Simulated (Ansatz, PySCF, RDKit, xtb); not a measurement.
# Which structure has the formula HPSO?

Only the formula HPSO is given. Aim: find the structure of lowest free energy at 298.15 K, then its properties.

The funnel: GFN2-xTB relaxations, single points with a density functional, relaxations at PBE0-D3(BJ)/def2-SVP, harmonic vibrations, and a last energy at a higher level. All values are calculated.

7 further runs of the same task are left out: 7 set aside as unsound or not needed.

## 1. Possible bonding patterns

All bonding patterns within simple valence rules are listed by program: one Lewis structure each, at most two rings and one unusual centre or charged pair. O–O, O–halogen and N–halogen bonds and N–N–N chains are not drawn. That gives 12 candidates.

```
label      SMILES     spin
 c043   O=[P@H]=S  singlet
 c067    O=[SH]#P  singlet
 c410  O=[P@@H]=S  singlet
 c439   o1[p@H]s1  singlet
 c577        O=PS  singlet
 c649  o1[p@@H]s1  singlet
 c810  [P-]=[O+]S  singlet
 c824        OS#P  singlet
 c866  P=[O+][S-]  singlet
 c890       O=S=P  singlet
 c915        OP=S  singlet
 c918   O1P=[SH]1  singlet
```

Candidates are built by distance geometry, with a force field where one applies, in up to four conformers (letters a to d). 10 starts with atoms placed at random are added, to find patterns that the rules miss.

Q: Predict the outcome of this search (final energies at CCSD(T)/def2-TZVPP).

| quantity | value |
| --- | --- |
| lowest structure found | OP=S, singlet, Cs |
| next finalist | O=PS, singlet, 6.0 kcal/mol higher in G |
| share at equilibrium, among the finalists | 100.0 % |
| harmonic wavenumbers, lowest and highest (PBE0-D3(BJ)/def2-SVP) | 311 and 3760 cm⁻¹ |
| rotational constants, same geometry | 0.8435, 0.1658, 0.1386 cm⁻¹ |
| dipole moment (PBE0/def2-TZVPD) | 1.08 D |
| HOMO energy (PBE0/def2-TZVPD) | -7.55 eV |
| LUMO energy (PBE0/def2-TZVPD) | -2.98 eV |
| HOMO–LUMO gap (PBE0/def2-TZVPD) | 4.57 eV |
| lowest excitation (TD-CAM-B3LYP/def2-SVPD) | 2.95 eV (f = 0.001) |
| strongest of the states computed, same level | 6.88 eV (f = 0.165) |
| lowest triplet excitation, same level, Tamm-Dancoff | 2.34 eV |
| vertical ionisation energy | 9.79 eV |
| vertical electron affinity | 0.94 eV |
| vertical triplet less singlet | +2.31 eV |

The search ends on `OP=S`. Among the finalists first place is clear (6.0 kcal/mol); structures outside the list aren't covered. GFN2-xTB, HF/STO-3G, r2SCAN-D4/def2-SVP, PBE0-D3(BJ)/def2-SVP, HF/def2-TZVPP and MP2/def2-TZVPP already put its bonding pattern lowest among the structures in one piece. A large T1 diagnostic among the finalists warns that one reference determinant may not suffice. It concerns: the finalist O=PS (singlet); the finalist O=PS (singlet). Lowest found is not proven lowest: the search is finite, and each finalist counts with one conformer.
